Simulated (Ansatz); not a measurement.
## Si–NH$_{2}$, quartet: the ladder up to UCCSDT(Q)

Geometry: that of the Si–NH2, doublet, kept fixed. The doublet lies 3.5 eV lower here.

```xyz
4

Si    0.0000    0.0000    0.6455
N     0.0000    0.0000   -1.0599
H     0.0000    0.8350   -1.6290
H     0.0000   -0.8350   -1.6290
```

Basis cc-pVDZ; Ansatz 0.2.0. Only valence electrons are correlated (noble-gas cores frozen), which leaves 11 electrons in 36 orbitals. R marks a restricted (for open shells ROHF) determinant, U an unrestricted one. Active spaces: valence = (11e, 10o) chosen from the atoms' valence shells.

Full CI isn't at hand for all of this; UCCSDT(Q) serves as the reference, and is uncertain by about the last step of the cluster series. The frozen core follows each run's orbitals, which can shift R against U totals by a few meV.

For open shells CISD is restricted-active-space CI with the open shells as a complete middle space.

The UHF ⟨S²⟩ is 3.754. The T1 diagnostic (RCCSD) is 0.0204. The largest doubles amplitude (RCCSD) is 0.051. The T1 diagnostic (UCCSD) is 0.0167.

```json
{"level": "RHF", "E − E(UCCSDT(Q)) (kJ/mol)": "628.6", "share of correlation (%)": "0.00", "wall time": "–"}
{"level": "UHF", "E − E(UCCSDT(Q)) (kJ/mol)": "625.0", "share of correlation (%)": "0.58", "wall time": "–"}
{"level": "RMP2", "E − E(UCCSDT(Q)) (kJ/mol)": "69.5", "share of correlation (%)": "88.95", "wall time": "–"}
{"level": "UMP2", "E − E(UCCSDT(Q)) (kJ/mol)": "69.0", "share of correlation (%)": "89.03", "wall time": "–"}
{"level": "CISD", "E − E(UCCSDT(Q)) (kJ/mol)": "53.5", "share of correlation (%)": "91.48", "wall time": "7.5 s"}
{"level": "RCCSD", "E − E(UCCSDT(Q)) (kJ/mol)": "18.1", "share of correlation (%)": "97.12", "wall time": "–"}
{"level": "UCCSD", "E − E(UCCSDT(Q)) (kJ/mol)": "18.0", "share of correlation (%)": "97.13", "wall time": "–"}
{"level": "RCCSD(T)", "E − E(UCCSDT(Q)) (kJ/mol)": "2.9", "share of correlation (%)": "99.53", "wall time": "1.6 s"}
{"level": "UCCSD(T)", "E − E(UCCSDT(Q)) (kJ/mol)": "2.9", "share of correlation (%)": "99.54", "wall time": "1.5 s"}
{"level": "BCCD(T)", "E − E(UCCSDT(Q)) (kJ/mol)": "3.0", "share of correlation (%)": "99.52", "wall time": "1.9 s"}
{"level": "RCCSDT", "E − E(UCCSDT(Q)) (kJ/mol)": "1.5", "share of correlation (%)": "99.77", "wall time": "–"}
{"level": "UCCSDT", "E − E(UCCSDT(Q)) (kJ/mol)": "1.4", "share of correlation (%)": "99.77", "wall time": "–"}
{"level": "RCCSDT(Q)", "E − E(UCCSDT(Q)) (kJ/mol)": "0.1", "share of correlation (%)": "99.98", "wall time": "19 s"}
{"level": "CASSCF (valence space)", "E − E(UCCSDT(Q)) (kJ/mol)": "441.0", "share of correlation (%)": "29.84", "wall time": "–"}
{"level": "NEVPT2 (valence space)", "E − E(UCCSDT(Q)) (kJ/mol)": "94.0", "share of correlation (%)": "85.04", "wall time": "4.1 s"}
{"level": "MRCISD (valence space)", "E − E(UCCSDT(Q)) (kJ/mol)": "27.8", "share of correlation (%)": "95.58", "wall time": "–"}
{"level": "MRCISD+Q (valence space)", "E − E(UCCSDT(Q)) (kJ/mol)": "2.7", "share of correlation (%)": "99.57", "wall time": "7.5 s"}
```

The correlation energy at UCCSDT(Q), counted from RHF, is -6.515 eV. That run took 16 s on 1 thread of Arm Neoverse V1, shared host.

Times hold each run's SCF and search for its determinant on a shared host, so for small cases they say little of a method's own cost; they ran on 1 thread of Arm Neoverse V1.

Natural occupations of CASSCF (valence space) about the gap: 1.979 1.977 1.003 1.001 1.000 0.021 0.020 0.017; effectively unpaired electrons, Σ n²(2−n)², 3.01.
